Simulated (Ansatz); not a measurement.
The input, for Ansatz 0.2.0:

```yaml
crystal:
  periodic: [false, false, false]
  atoms:
    - {symbol: Zr, position_ang: [0.000000, 0.000000, 0.000000]}
    - {symbol: Si, position_ang: [0.000000, 0.000000, 8.422000]}
basis:
  gaussian: {orbitals: def2-SVP}
total_charge: 1
magnetization: {spin_polarized: true, initial_magnetization: 5}
hamiltonian: {xc: hf}
output: {orbitals: {seedname: orbitals}}
```

```sh
$ ansatz run in.yaml --threads 1 --pin off --events-out ev --progress --plain --max-ram 2393MiB
```

The program prints:

```
496 factors; integrals over basis functions are off by at most 8.1e-5 eV
mean field evaluation 1: about -9102.3319 eV, gradient 1.4e1 eV
mean field evaluation 2: about -9102.3344 eV, gradient 1.4e1 eV
mean field evaluation 4: about -9092.0412 eV, gradient 2.5e1 eV
mean field evaluation 8: about -9114.8303 eV, gradient 5.1e0 eV
mean field evaluation 16: about -9115.6335 eV, gradient 4.2e-1 eV
mean field evaluation 32: about -9115.6680 eV, gradient 2.3e-5 eV
mean field evaluation 64: about -9115.6681 eV, gradient 1.5e-4 eV
mean field evaluation 96: about -9115.6326 eV, gradient 1.1e-5 eV
mean field evaluation 128: about -9115.6681 eV, gradient 1.4e-3 eV
mean field evaluation 160: about -9115.6681 eV, gradient 5.1e-4 eV
...
mean field evaluation 576: about -9114.5846 eV, gradient 3.8e0 eV
mean field evaluation 608: about -9115.6693 eV, gradient 3.7e-2 eV
mean field evaluation 640: about -9114.3403 eV, gradient 9.6e0 eV
mean field evaluation 672: about -9115.6680 eV, gradient 1.9e-3 eV
mean field evaluation 704: about -9115.6680 eV, gradient 1.4e-4 eV
mean field evaluation 736: about -9115.6681 eV, gradient 1.1e-4 eV
mean field evaluation 768: about -9115.4199 eV, gradient 4.1e-1 eV
mean field evaluation 800: about -9115.6681 eV, gradient 3.5e-3 eV
mean field evaluation 832: about -9115.6189 eV, gradient 2.7e-1 eV
mean field evaluation 864: about -9102.3391 eV, gradient 1.6e1 eV
mean field -9115.66810616 eV, -334.9946240795 hartree, gradient 2.9e-8 eV, S^2 8.763091; 6 other end points of the search recorded, 0 dependent functions left out
reference -9115.66810616 eV, -334.9946240795 hartree; 15, 10 occupied and 34, 39 virtual orbitals, 496 factors
Total energy: -9115.66810616 eV, -334.9946240795 hartree
```

Ran on 1 thread of Arm Neoverse V1, shared host: 7 s wall, 0.09 GiB peak host memory.
